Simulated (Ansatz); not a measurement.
# BSiNH (doublet): from Hartree-Fock to the top rungs, cc-pVDZ

One table from this session's results is given with a row withheld; the runs are named, their logs left out.

Computed with Ansatz 0.2.0, Gaussian basis. Level: cc-pVDZ, core rule «outside noble gas», up to 7 orbitals frozen.

To be run: UHF; CCSD(T) on ROHF; CCSD(T) on UHF; BCCD(T) on ROHF; CISD; CCSDT(Q) on ROHF; CCSDT(Q) on UHF; CASSCF and MRCISD+Q, 9 electrons in 9 orbitals; CASSCF and NEVPT2, 9 electrons in 9 orbitals.

20 further runs of the same task are left out: 9 that didn't finish, 11 set aside as unsound or not needed.

## What is computed

The geometry is a PBE0/def2-TZVP stationary point (not a proven minimum) of the parent state, kept for this charge and spin.

4 atoms, charge 0, spin multiplicity 2.

Atoms are counted from 1 here; the program's logs count them from 0.

Bond lengths: N1–B2 1.336 Å, N1–Si3 1.777 Å, B2–Si3 2.063 Å, B2–H4 1.181 Å. Angles: B2–N1–Si3 81.7°, N1–B2–Si3 58.5°, N1–B2–H4 153.5°, Si3–B2–H4 148.1°, N1–Si3–B2 39.9°.

Set-up of the first run:

Input file in.yaml:

```yaml
crystal:
  periodic: [false, false, false]
  atoms:
    - {symbol: N, position_ang: [0.000000, -0.759800, 0.665432]}
    - {symbol: B, position_ang: [0.000000, 0.473968, 1.177819]}
    - {symbol: Si, position_ang: [0.000000, 0.151704, -0.859531]}
    - {symbol: H, position_ang: [0.000000, 1.247631, 2.069996]}
basis:
  gaussian: {orbitals: cc-pVDZ}
magnetization: {spin_polarized: true, initial_magnetization: 1}
hamiltonian: {xc: hf}
output: {orbitals: {seedname: orbitals}}
```

Launch:

```
$ ansatz run in.yaml --threads 1 --pin off --events-out ev --progress --plain --max-ram 2393MiB
```

Among the steps run: UHF; CCSD(T) on ROHF; CCSD(T) on UHF; BCCD(T) on ROHF; CISD; CCSDT(Q) on ROHF; CCSDT(Q) on UHF; CASSCF and MRCISD+Q, 9 electrons in 9 orbitals; CASSCF and NEVPT2, 9 electrons in 9 orbitals.

One table of the session follows, with a row left open; its other results are not shown here.

| method | from UCCSDT(Q) (meV) |
| --- | --- |
| ROHF | +9763.3 |
| UHF | +9630.0 |
| RMP2 | +1045.2 |
| UMP2 | +1101.7 |
| CISD | +1488.0 |
| RCCSD | +511.9 |
| UCCSD | +505.5 |
| RCCSD(T) | +65.0 |
| UCCSD(T) | +66.9 |
| BCCD(T) | +63.3 |
| RCCSDT | +47.1 |
| UCCSDT | +46.3 |
| RCCSDT(Q) | +4.2 |
| UCCSDT(Q) | 0 |
| CASSCF frontier | +6684.4 |
| NEVPT2 frontier | +1386.8 |
| MRCISD frontier | ? |
| MRCISD+Q frontier | +129.8 |

Q: Estimate the row for MRCISD frontier from the others.

**Answer.** from UCCSDT(Q) (meV): +711.9. In the column «from UCCSDT(Q) (meV)» it lies between RCCSD (+511.9) and RMP2 (+1045.2).

To keep in mind: Restricted and unrestricted rows rest on different reference determinants; where their highest levels disagree by more than a few hundredths of an eV, they describe different states and don't form one ladder.
